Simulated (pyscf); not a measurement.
7 gas-phase steps of one pattern: hydrogen abstraction on the doublet surface, Al–H or B–H broken and H–H formed. Structures and frequencies: ωB97X-D3(BJ)/def2-SVP in PySCF. Electronic energies in kJ/mol, from the separated reactants; ΔE‡ at ωB97M-D3(BJ)/def2-TZVP, beside the barrier at B3LYP-D3(BJ)/def2-TZVP on the same structures. Rows were drawn at random from the steps of this pattern with a verified saddle, stable references and no exit in the data more than 5 kcal/mol lower.

```json
[
 {"row": "1", "step": "H₂Al–PH₂ + H• → [HAl–PH₂]• + H₂", "ΔE‡(B3LYP-D3(BJ))": "-5.0", "ΔE‡": "12.2"},
 {"row": "2", "step": "H₂Al–Cl + H• → [HAl–Cl]• + H₂", "ΔE‡(B3LYP-D3(BJ))": "-3.2", "ΔE‡": "14.2"},
 {"row": "3", "step": "HO–AlH₂ + H• -> [HO–AlH]• + H₂", "ΔE‡(B3LYP-D3(BJ))": "-3.9", "ΔE‡": "13.5"},
 {"row": "4", "step": "H₂N–AlH₂ + H• → [H₂N–AlH]• + H₂", "ΔE‡(B3LYP-D3(BJ))": "-3.9", "ΔE‡": "13.6"},
 {"row": "5", "step": "Cl–BH–Cl + H• → [Cl–B–Cl]• + H₂", "ΔE‡(B3LYP-D3(BJ))": "23.5", "ΔE‡": "46.4"},
 {"row": "6", "step": "HO–BH–OH + H• → [HO–B–OH]• + H₂", "ΔE‡(B3LYP-D3(BJ))": "43.7", "ΔE‡": "?"},
 {"row": "7", "step": "HB=O + H• → [B=O]• + H₂", "ΔE‡(B3LYP-D3(BJ))": "40.7", "ΔE‡": "60.0"}
]
```

Question: From a straight line through the complete rows, estimate the missing barrier and say how far the line can be trusted.

Answer: Over the 6 complete rows the means are +8.0 (ΔE‡(B3LYP-D3(BJ))) and 26.7 (ΔE‡); least squares gives b = 1.08 and a = 18.0 kJ/mol, with residuals of 1.5 kJ/mol (root mean square; largest 3.0, row 5). For row 6: 18.0 + 1.08 × (+43.7) = 65.2 kJ/mol, an extrapolation. The computed barrier is 68.1 kJ/mol, 2.9 over the line. The line follows the complete rows closely. Each barrier is that of the saddle found.
